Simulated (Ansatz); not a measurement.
The input, for Ansatz 0.2.0:

```yaml
crystal:
  periodic: [false, false, false]
  atoms:
    - {symbol: N, position_ang: [-0.031501, 0.000001, 0.775533]}
    - {symbol: C, position_ang: [0.070814, -0.000001, -0.703585]}
    - {symbol: H, position_ang: [-0.203041, -0.930186, -1.196548]}
    - {symbol: H, position_ang: [-0.203042, 0.930183, -1.196550]}
basis:
  gaussian: {orbitals: cc-pVDZ}
total_charge: 1
magnetization: {spin_polarized: false, initial_magnetization: 2}
correlation: {method: bccd_t, electrons: outside_noble_gas}
```

```sh
$ ansatz run in.yaml --threads 1 --pin off --events-out ev --progress --plain --max-ram 2393MiB
```

Log:

```
355 factors; integrals over basis functions are off by at most 1.1e-3 eV
mean field evaluation 1: about -2529.6055 eV, gradient 1.5e1 eV
mean field evaluation 2: about -2529.6063 eV, gradient 1.5e1 eV
mean field evaluation 4: about -2531.0862 eV, gradient 4.4e0 eV
mean field evaluation 8: about -2531.1875 eV, gradient 7.6e-2 eV
mean field evaluation 16: about -2531.0857 eV, gradient 4.4e0 eV
mean field evaluation 32: about -2528.5906 eV, gradient 1.3e0 eV
mean field evaluation 64: about -2529.0419 eV, gradient 5.7e-2 eV
mean field evaluation 96: about -2528.4511 eV, gradient 8.5e-2 eV
mean field evaluation 128: about -2531.1409 eV, gradient 1.7e0 eV
mean field evaluation 160: about -2528.4506 eV, gradient 3.8e-2 eV
mean field -2531.18760294 eV, -93.0194287076 hartree, gradient 3.6e-6 eV, S^2 2.000000; 4 other end points of the search recorded, 0 dependent functions left out
mean field evaluation 192: about -2529.5886 eV, gradient 3.4e0 eV
determinant -2531.18760294 eV, -93.0194287076 hartree, with singles and doubles -2537.92582052 eV, -93.2670536362 hartree
determinant -2529.04195769 eV, -92.9405776988 hartree, with singles and doubles -2536.66234325 eV, -93.2206217028 hartree
determinant -2528.45135306 eV, -92.9188733789 hartree, with singles and doubles -2535.09335125 eV, -93.1629623106 hartree
2 core orbitals not correlated: weight in the atoms' cores, before any rotation towards them, 1.000 or more for the frozen orbitals, at most 0.000 for the correlated occupied ones
reference -2531.18760294 eV, -93.0194287076 hartree; 6, 4 occupied and 30, 32 virtual orbitals, 355 factors
second order -5.59887258 eV of doubles, -0.10513442 eV of singles
cycle   1  -6.72667556 eV  change    1.2e-2 eV  update   1.8e-2
cycle   2  -6.72607768 eV  change    6.0e-4 eV  update   6.5e-3
cycle   3  -6.72431645 eV  change    1.8e-3 eV  update   4.3e-3
cycle   4  -6.72210014 eV  change    2.2e-3 eV  update   3.5e-3
cycle   5  -6.72396826 eV  change   -1.9e-3 eV  update   2.7e-3
cycle   6  -6.72404146 eV  change   -7.3e-5 eV  update   2.0e-3
cycle   7  -6.72337109 eV  change    6.7e-4 eV  update   1.5e-3
cycle   8  -6.72326304 eV  change    1.1e-4 eV  update   8.9e-4
cycle   9  -6.72270016 eV  change    5.6e-4 eV  update   3.5e-4
cycle  10  -6.72261947 eV  change    8.1e-5 eV  update   1.5e-4
cycle  11  -6.72262175 eV  change   -2.3e-6 eV  update   8.7e-5
cycle  12  -6.72259740 eV  change    2.4e-5 eV  update   5.2e-5
cycle  13  -6.72258050 eV  change    1.7e-5 eV  update   2.8e-5
cycle  14  -6.72257587 eV  change    4.6e-6 eV  update   1.3e-5
cycle  15  -6.72257347 eV  change    2.4e-6 eV  update   5.2e-6
perturbative correction -0.22077984 eV, -0.0081135096 hartree
Total energy: -2538.13095626 eV, -93.2745922354 hartree
```

For the same geometry and basis UCCSDT(Q) lies 56.9 meV lower.

Ran on 1 thread of Arm Neoverse V2, shared host: 1.5 s wall, 0.2 GiB peak host memory.
